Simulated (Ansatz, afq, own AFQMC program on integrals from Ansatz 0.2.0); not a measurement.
## CHB, singlet → CHB⁺, doublet

```xyz
3

B     0.0000    0.0000    0.0957
C     0.0000    0.0000   -1.3685
H     0.0000    0.0000    1.2728
```

Connectivity, by distances: BH–C.

E(doublet, charge +1) − E(singlet, charge +0) at this geometry, on RHF and ROHF determinants.

Basis 6-31G. Only valence electrons are correlated. Integrals, coupled cluster, full CI and functionals: Ansatz 0.2.0; the random walks run on the same integrals in our own AFQMC program. The CISD trial takes its coefficients from CCSD amplitudes. Released means that phaseless walkers are propagated on without the constraint, phases kept. ± is one standard error of the sampling. The errors of all members are added in quadrature.

Full CI is exact in this basis; where marked, its frozen core comes from its own orbitals, which moves totals by up to a few meV.

Errors are counted within 6-31G, not against nature.

Cautions: CHB (singlet): higher spins were not checked, restricted determinant unstable towards unrestricted (UHF 925 meV lower, ⟨S²⟩ 1.00), the CCSDTQ amplitudes may be one of several solutions (largest double 0.95), the released energy hasn't reached full CI (46 meV above it at 2.40 1/Eh), so no released level is given (meV from the phaseless value at times in 1/Eh: 0 ± 14 at 0.24, 0 ± 13 at 0.51, -9 ± 14 at 0.99, -33 ± 18 at 1.62, -10 ± 18 at 2.40), the determinant fills πx and πy unequally, so it mixes two states of the linear molecule, and each level undoes that mixture to a different degree, while full CI gives the lower state, and by Hund's rule a triplet of that filling probably lies lower still, CCSDTQ on the UHF determinant differs (800 meV lower), perhaps since the unrestricted series falls towards higher spin, its ph-AFQMC/CISD value lies 56 ± 9 meV above full CI; CHB⁺ (doublet): a spin-contaminated unrestricted determinant lies lower (UHF 862 meV lower, ⟨S²⟩ 1.60), full CI with its own frozen core, a state of higher spin lies lower; this isn't the first ionization.

```
level  vertical ionization energy (eV)
  MP2                            9.420
 CCSD                            9.385
```

Question: From these cheaper values, estimate the vertical ionization energy at the reference level in 6-31G.

Answer: 9.494 eV (full CI in 6-31G).

```csv
level,vertical ionization energy (eV),error against FCI (eV)
HF,8.512,-0.982
CCSD(T),9.431,-0.063
CCSDT,9.440,-0.054
CCSDT(Q),9.469,-0.025
CCSDTQ,9.491,-0.003
ph-AFQMC/CISD,9.440 ± 0.011,-0.054 ± 0.011
```

Correlation beyond CCSD(T) adds 0.063 eV. The perturbative (T) step is worth +0.046 eV. Where a determinant mixes two states, these steps and errors hold in part the undoing of that mixture, and only full CI is sure.

CCSDT and higher add their correlation energy to the determinant of the CCSD(T) run, since their own runs factorise the integrals more tightly (a shift of under 2 meV).
